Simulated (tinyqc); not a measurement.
Inside a calculation. Method: CIS and TDHF on RHF in the sto-3g basis, for H2O, spin multiplicity 1. One step of it, computed by the program tinyqc.

Task: CIS matrix, singlets. A(ia,jb) = (e_a - e_i) d_ij d_ab + 2 (ia|jb) - (ij|ab).

orbital energies (hartree): MO1 -20.262969, MO2 -1.251554, MO3 -0.565426, MO4 -0.473477, MO5 -0.395797, MO6 0.564333, MO7 0.642578

Two-electron integrals over orbitals (pq|rs), unique and non-zero (hartree):
```
(11|11) 4.745710    (21|11) -0.419698   (21|21) 0.058924    (22|11) 1.007766
(22|21) -0.013513   (22|22) 0.727264    (31|31) 0.011437    (32|31) 0.017901
(32|32) 0.138032    (33|11) 0.797042    (33|21) -0.004654   (33|22) 0.639667
(33|33) 0.622927    (41|11) 0.189122    (41|21) -0.023846   (41|22) 0.015359
(41|33) 0.006497    (41|41) 0.026485    (42|11) -0.147636   (42|21) 0.009264
(42|22) -0.007201   (42|33) 0.003836    (42|41) 0.016792    (42|42) 0.125969
(43|31) -0.003808   (43|32) 0.020381    (43|43) 0.052157    (44|11) 0.955634
(44|21) -0.012530   (44|22) 0.661288    (44|33) 0.586547    (44|41) -0.009422
(44|42) -0.098169   (44|44) 0.732596    (51|51) 0.026002    (52|51) 0.032619
(52|52) 0.145819    (53|53) 0.028456    (54|51) -0.013759   (54|52) -0.049096
(54|54) 0.053888    (55|11) 1.115348    (55|21) -0.011814   (55|22) 0.748536
(55|33) 0.624122    (55|41) 0.005318    (55|42) -0.079387   (55|44) 0.704852
(55|55) 0.880159    (61|11) -0.212073   (61|21) 0.032391    (61|22) 0.000289
(61|33) 0.000914    (61|41) 0.000935    (61|42) 0.021252    (61|44) -0.018477
(61|55) -0.005592   (61|61) 0.029555    (62|11) 0.289707    (62|21) -0.005832
(62|22) 0.140864    (62|33) 0.078017    (62|41) 0.018892    (62|42) 0.023196
(62|44) 0.069622    (62|55) 0.150826    (62|61) 0.010139    (62|62) 0.101242
(63|31) 0.003539    (63|32) -0.029737   (63|43) -0.029723   (63|63) 0.064207
(64|11) 0.250207    (64|21) -0.003262   (64|22) 0.107173    (64|33) 0.049057
(64|41) -0.000068   (64|42) -0.052784   (64|44) 0.130974    (64|55) 0.135813
(64|61) -0.002880   (64|62) 0.057405    (64|64) 0.089030    (65|51) 0.013993
(65|52) 0.053805    (65|54) 0.001735    (65|65) 0.036783    (66|11) 0.820407
(66|21) -0.007391   (66|22) 0.618973    (66|33) 0.570088    (66|41) 0.019727
(66|42) 0.049841    (66|44) 0.557084    (66|55) 0.596527    (66|61) 0.009676
(66|62) 0.102125    (66|64) 0.050153    (66|66) 0.604086    (71|31) 0.014778
(71|32) 0.021823    (71|43) -0.005039   (71|63) 0.004016    (71|71) 0.019135
(72|31) 0.014141    (72|32) 0.043581    (72|43) -0.036720   (72|63) 0.034303
(72|71) 0.017421    (72|72) 0.063040    (73|11) 0.361550    (73|21) -0.007308
(73|22) 0.141580    (73|33) 0.089843    (73|41) -0.000632   (73|42) -0.084867
(73|44) 0.143569    (73|55) 0.192563    (73|61) -0.006795   (73|62) 0.071851
(73|64) 0.094904    (73|66) 0.042126    (73|73) 0.159421    (74|31) -0.009692
(74|32) -0.079259   (74|43) -0.005891   (74|63) 0.046518    (74|71) -0.012400
(74|72) -0.014656   (74|74) 0.074063    (75|53) 0.023572    (75|75) 0.023517
(76|31) 0.008093    (76|32) 0.088561    (76|43) 0.053371    (76|63) -0.056005
(76|71) 0.010025    (76|72) -0.011779   (76|74) -0.060670   (76|76) 0.108557
(77|11) 0.833232    (77|21) -0.008440   (77|22) 0.612580    (77|33) 0.599620
(77|41) 0.004427    (77|42) -0.010413   (77|44) 0.587040    (77|55) 0.608720
(77|61) -0.003539   (77|62) 0.062960    (77|64) 0.041310    (77|66) 0.565225
(77|73) 0.080601    (77|77) 0.603923
```

Give: CIS matrix A, singlet.

Result:

CIS matrix A, singlet (hartree), lower triangle:
```
        1>6     1>7    2>6     2>7    3>6    3>7    4>6    4>7
1>6  20.066
1>7   0.000  20.111
2>6   0.028   0.000  1.399
2>7   0.000   0.043  0.000   1.408
3>6   0.000   0.000  0.000  -0.020  0.688
3>7  -0.022   0.000  0.055   0.000  0.000  0.927
4>6  -0.025   0.000  0.065   0.000  0.000  0.136  0.659
4>7   0.000  -0.029  0.000  -0.019  0.040  0.000  0.000  0.677
5>6   0.000   0.000  0.000   0.000  0.000  0.000  0.000  0.000
5>7   0.000   0.000  0.000   0.000  0.000  0.000  0.000  0.000

       5>6    5>7
5>6  0.437
5>7  0.000  0.477
```
